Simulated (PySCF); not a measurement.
**CH2O3: carbon dioxide and water**

Made of carbon dioxide and water. The whole: neutral, singlet.

Parts: 1 = carbon dioxide (O=C=O), atoms 1–3; 2 = water (O), atoms 4–6.

```xyz
6

O    -1.1458   -0.1466    0.3586
C    -0.0182   -0.0939    0.1071
O     1.1160   -0.0695   -0.1205
O    -0.3884    2.0322   -1.7158
H    -1.1596    2.4897   -2.0587
H     0.3611    2.4071   -2.1845
```
Atoms count from 1 in this order.

In these coordinates C2···O4 is 2.825 Å. Part 2 is then moved rigidly along that line, all else held; at short range other atoms may come into contact.

The starting structure comes from a short search with a few starts; no frequency run checks that it is a minimum, and another way of binding may lie lower.

Level of theory: CCSD(T)/aug-cc-pVDZ and MP2/aug-cc-pVTZ, aug-cc-pVQZ counterpoise interaction energy, frozen core, gas phase, in PySCF 2.14.0. Geometry: PBE0-D3(BJ)/def2-TZVPD.

Counterpoise energies in eV, cluster less the parts frozen as they stand in it; small is aug-cc-pVDZ, large aug-cc-pVQZ. Estimated limit: HF in aug-cc-pVQZ, MP2 correlation extrapolated as X⁻³ from aug-cc-pVTZ and aug-cc-pVQZ, and CCSD(T) less MP2 in aug-cc-pVDZ; it isn't the exact limit.

```csv
C2···O4 (Å),HF large,MP2 large,SCS-MP2 large,CCSD(T) small,CCSD(T) limit est.
2.543,-0.035,-0.093,-0.069,-0.070,-0.104
2.684,-0.071,-0.114,-0.096,-0.101,-0.124
2.825,-0.086,-0.117,-0.104,-0.109,-0.125
2.966,?,?,?,?,?
3.108,-0.084,-0.101,-0.092,-0.099,-0.106
3.531,-0.062,-0.067,-0.063,-0.067,-0.070
4.238,?,?,?,?,?
5.650,-0.011,-0.009,-0.009,-0.010,-0.010
```

Q: Fill in the withheld rows.

A: 
| C2···O4 (Å) | HF large | MP2 large | SCS-MP2 large | CCSD(T) small | CCSD(T) limit est. |
| --- | --- | --- | --- | --- | --- |
| 2.966 | -0.088 | -0.111 | -0.100 | -0.107 | -0.117 |
| 4.238 | -0.032 | -0.032 | -0.030 | -0.033 | -0.033 |

The 8 runs took 22 min in all, one thread each of Arm Neoverse V2 on a shared host, launched as `OMP_NUM_THREADS=1 python cluster_run.py task.json out`.
